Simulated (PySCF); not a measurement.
Task: What does the PBE0-D3(BJ)/def2-SVP structure of BH2(CH2SiH3), `[H]B([H])C[SiH3]` look like in three dimensions?

Result: 
```xyz
10
CH7BSi angstrom
B      0.7143    1.1941   -0.6519
H      1.9163    1.2097   -0.5036
H      0.1117    2.2430   -0.5933
C     -0.0398   -0.1375   -0.8171
Si    -0.4705   -0.7434    0.9333
H     -1.0126   -0.0544   -1.3282
H      0.5600   -0.9541   -1.2510
H      0.7661   -0.9617    1.7419
H     -1.3381    0.2432    1.6436
H     -1.2074   -2.0388    0.8262
```

Orientation and origin are arbitrary. Atoms count from 1 in this order. B1 (boron bonded to C and 2 H) is planar (angles 120.7°, 120.7° and 118.5°, sum 359.9°, 0.03 Å off the plane of its three neighbours). Si5 (silicon bonded to C and 3 H) is tetrahedral (angles from 108.7° to 111.0°).

Bonds between heavy atoms (Å): B1–C4 1.539, C4–Si5 1.902.

Computed, not measured: PBE0-D3(BJ)/def2-SVP geometry optimisation, gas phase (PySCF 2.14.0).

Point group: Cs (tolerance 0.08 Å). Stationary, but not proved a minimum. The numbers are those of one conformer (H–B1–C4–Si5 88° and -88°).

Hardware: Arm Neoverse V2, one thread (shared host). Cost: 8.0 s wall. This is the geometry optimisation.
